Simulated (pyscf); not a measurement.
PySCF, gas phase, ωB97X-D3(BJ)/def2-SVP geometries.

**Question.** H₃C–AlH₂ + H₂O → CH₄ + HO–AlH₂
Surface: singlet. Broken: Al–C, H–O. Formed: C–H, Al–O. Give ΔE‡ and ΔE from r²SCAN/def2-TZVP, relative to the separated reactants.

**Answer.** ΔE‡ = -8.0 kcal/mol, ΔE = -37.2 kcal/mol. CCSD(T)/def2-TZVPP + ΔMP2(QZVPP) gives -1.1 kcal/mol and -35.4 kcal/mol. Zero-point energy shifts the barrier by +0.6 kcal/mol. It is a four-centre exchange, with an imaginary mode of 1362i cm⁻¹. On the reactant side the descent ends in an adduct with a Al–O contact, 21.3 kcal/mol under the separated species and 17.4 kcal/mol under the saddle at ωB97X-D3(BJ)/def2-TZVP. At r²SCAN the saddle lies under the separated reactants, which points to a path from their complex (located at ωB97X-D3(BJ) alone). What is counted as formed (Al–O) is already present as a longer contact in the reactant adduct; forming that adduct is a step of its own. At the saddle there is also a short Al–H contact that neither side keeps. At ωB97X-D3(BJ) the barrier from the zero used here is -3.9 kcal/mol. One saddle was located; it need not be the lowest between these sides. The CCSD(T) − MP2 part came from Ansatz, without density fitting, on the same reference.
